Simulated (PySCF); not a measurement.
**Frontier levels across methods**

C5H9F.
Z-matrix (Å and degrees, PBE0-D3(BJ)/def2-SVP geometry), rows numbered from 1:
```
C 
C   1  1.4934
C   2  1.3373  1  127.91
C   3  1.4957  2  127.11  1    -1.07
C   4  1.5146  3  112.79  2  -105.07
F   4  1.3874  3  108.22  2   135.27
H   1  1.0985  2  113.18  3    -2.54
H   1  1.1029  2  110.73  3   118.35
H   1  1.1025  2  110.66  3  -124.01
H   2  1.0966  1  115.19  3  -179.57
H   3  1.0963  2  119.01  1  -179.37
H   4  1.1032  3  110.79  2    18.45
H   5  1.1004  4  110.37  3   -56.06
H   5  1.0997  4  110.49  3    63.83
H   5  1.1002  4  110.27  3  -175.83
```

Basis pcSseg-1 throughout (PySCF), one geometry. Isolated species at its PBE0-D3(BJ)/def2-SVP geometry (one conformer only).

How do the orbital energies, the gap and the dipole change with the method?

| method | kind | HOMO (eV) | LUMO (eV) | gap (eV) | μ (D) | SCF cycles |
| --- | --- | --- | --- | --- | --- | --- |
| BLYP | GGA | -6.07 | -0.67 | 5.40 | 2.09 | 15 |
| B97-D | GGA | -6.18 | -0.73 | 5.45 | 2.14 | 15 |
| OPBE | GGA | -6.19 | -0.72 | 5.47 | 2.08 | 14 |
| PBE | GGA | -6.23 | -0.82 | 5.41 | 2.11 | 15 |
| KT3 | GGA | -6.25 | -0.79 | 5.46 | 2.08 | 14 |
| KT2 | GGA | -6.25 | -0.83 | 5.42 | 2.14 | 14 |
| BP86 | GGA | -6.33 | -0.92 | 5.41 | 2.14 | 15 |
| LDA | LDA | -6.39 | -1.05 | 5.34 | 2.23 | 14 |
| B97-2 | global hybrid | -7.14 | 0.15 | 7.28 | 2.24 | 13 |
| B3LYP | global hybrid | -7.17 | -0.02 | 7.15 | 2.22 | 13 |
| PBE0 | global hybrid | -7.39 | 0.21 | 7.60 | 2.25 | 13 |
| mPW1PW91 | global hybrid | -7.42 | 0.19 | 7.60 | 2.26 | 13 |
| BHandHLYP | global hybrid | -8.38 | 1.37 | 9.75 | 2.36 | 12 |
| CAM-B3LYP | range-separated hybrid | -8.72 | 1.39 | 10.11 | 2.27 | 12 |
| wB97X-D | range-separated hybrid | -9.25 | 2.02 | 11.27 | 2.29 | 12 |
| HF | Hartree–Fock | -9.85 | 4.06 | 13.91 | 2.49 | 10 |
| LC-wPBE | range-separated hybrid | -10.12 | 2.55 | 12.66 | 2.28 | 12 |

The HOMO spans 4.05 eV, from BLYP down to LC-wPBE, and the gap runs from 5.34 eV (LDA) to 13.91 eV (HF). Over the methods BLYP (0 %), B97-D (0 %), OPBE (0 %), PBE (0 %), KT3 (0 %), KT2 (0 %), BP86 (0 %), LDA (0 %), B97-2 (21 %), B3LYP (20 %), PBE0 (25 %), mPW1PW91 (25 %), BHandHLYP (50 %), HF (100 %), a straight line through the gap against the share of exact exchange rises by 0.85 eV for each 10 % (correlation coefficient 1.000). The dipole ranges from 2.08 D (OPBE) to 2.49 D (HF). This basis has no diffuse functions.

The vertical ΔSCF ionisation energy at CAM-B3LYP/def2-SVPD is 9.61 eV; −ε(HOMO) comes closest to it with HF (9.85 eV).
